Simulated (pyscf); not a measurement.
:HSi–NH–SiH₃ (SMILES [SiH]N[SiH3]) [singlet] → HN=Si: (SMILES N=[Si]) [singlet] + SiH₄ (SMILES [SiH4]), an elimination (singlet surface; N–Si, H–Si broken, H–Si formed). Optimised with ωB97X-D3(BJ)/def2-SVP in PySCF. Correlated levels are frozen-core, on RHF or UHF. ΔMP2 is the change of the MP2 total energy from the triple- to the quadruple-zeta basis. Energies in kcal/mol from the reactant's lowest minimum found.

AM1 to PM7: differences of heats of formation from MOPAC. 

Task: In single points PM6 puts the saddle at 37.3 kcal/mol and the reaction energy at +39.6 kcal/mol. Should these be trusted to within a few kcal/mol? Compare with CCSD(T)/def2-TZVPP + ΔMP2(QZVPP).

Result: CCSD(T)/def2-TZVPP + ΔMP2(QZVPP) gives ΔE‡ = 42.7 kcal/mol and ΔE = +24.9 kcal/mol. PM6 lies 5.4 kcal/mol under it in the barrier and 14.7 kcal/mol over it in the reaction energy, so on this step it does not hold to within 3.0 kcal/mol. At PM6 this geometry lies under one side, so its ΔE‡ may be no barrier of that level. CCSD(T)/def2-TZVPP + ΔMP2(QZVPP) has limits of its own. This is the saddle that the search found; another between the same sides may lie lower. The CCSD(T) − MP2 part came from Ansatz, without density fitting, on the same reference.
